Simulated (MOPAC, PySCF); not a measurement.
C2H2O, SMILES `C=C=O`, neutral singlet in the gas phase. 

Cartesian coordinates (Å):
SMILES: O=C=C
```xyz
5

C     -0.5336     0.0094    -0.0015
C      0.7747    -0.0124     0.0021
O      1.9358    -0.0330     0.0052
H     -1.0814    -0.9212    -0.0105
H     -1.0509     0.9573     0.0046
```
Charge 0, multiplicity 1.

All levels are single points at this geometry (r2SCAN-D4/def2-TZVP); Pople sets use spherical d functions. Orbital energies aren't observables, and empty levels follow the basis.

```json
[
 {"level": "PBE-D3(BJ)/def2-TZVP in PySCF", "HOMO (eV)": "-5.87", "LUMO (eV)": "-2.10", "gap (eV)": "3.77", "dipole (D)": "1.37", "vertical IE, Delta-SCF (eV)": "9.72"},
 {"level": "r2SCAN-D4/def2-TZVP in PySCF", "HOMO (eV)": "-6.12", "LUMO (eV)": "-1.83", "gap (eV)": "4.29", "dipole (D)": "1.44", "vertical IE, Delta-SCF (eV)": "9.63"},
 {"level": "B3LYP/3-21G in PySCF", "HOMO (eV)": "-6.41", "LUMO (eV)": "-0.81", "gap (eV)": "5.60", "dipole (D)": "1.33", "vertical IE, Delta-SCF (eV)": "–"},
 {"level": "B3LYP/6-311+G** in PySCF", "HOMO (eV)": "-6.96", "LUMO (eV)": "-1.32", "gap (eV)": "5.64", "dipole (D)": "1.56", "vertical IE, Delta-SCF (eV)": "–"},
 {"level": "B3LYP/6-31G* in PySCF", "HOMO (eV)": "-6.52", "LUMO (eV)": "-0.88", "gap (eV)": "5.64", "dipole (D)": "1.43", "vertical IE, Delta-SCF (eV)": "9.59"},
 {"level": "M06-2X/6-31G* in PySCF", "HOMO (eV)": "-8.04", "LUMO (eV)": "0.47", "gap (eV)": "8.51", "dipole (D)": "1.49", "vertical IE, Delta-SCF (eV)": "–"},
 {"level": "PBE/6-31G* in PySCF", "HOMO (eV)": "-5.46", "LUMO (eV)": "-1.76", "gap (eV)": "3.70", "dipole (D)": "1.31", "vertical IE, Delta-SCF (eV)": "9.50"},
 {"level": "SVWN5/6-31G* in PySCF", "HOMO (eV)": "-5.61", "LUMO (eV)": "-1.96", "gap (eV)": "3.65", "dipole (D)": "1.40", "vertical IE, Delta-SCF (eV)": "9.79"},
 {"level": "HF/6-31G* in PySCF", "HOMO (eV)": "-9.82", "LUMO (eV)": "3.74", "gap (eV)": "13.56", "dipole (D)": "1.78", "vertical IE, Delta-SCF (eV)": "8.48"},
 {"level": "HF/STO-3G in PySCF", "HOMO (eV)": "-7.42", "LUMO (eV)": "7.26", "gap (eV)": "14.68", "dipole (D)": "0.70", "vertical IE, Delta-SCF (eV)": "–"},
 {"level": "AM1 in MOPAC", "HOMO (eV)": "-9.51", "LUMO (eV)": "0.49", "gap (eV)": "10.00", "dipole (D)": "1.00", "vertical IE, Delta-SCF (eV)": "–"},
 {"level": "PM6 in MOPAC", "HOMO (eV)": "-9.83", "LUMO (eV)": "0.05", "gap (eV)": "9.88", "dipole (D)": "0.68", "vertical IE, Delta-SCF (eV)": "–"},
 {"level": "PM7 in MOPAC", "HOMO (eV)": "-9.87", "LUMO (eV)": "0.18", "gap (eV)": "10.05", "dipole (D)": "0.66", "vertical IE, Delta-SCF (eV)": "–"}
]
```
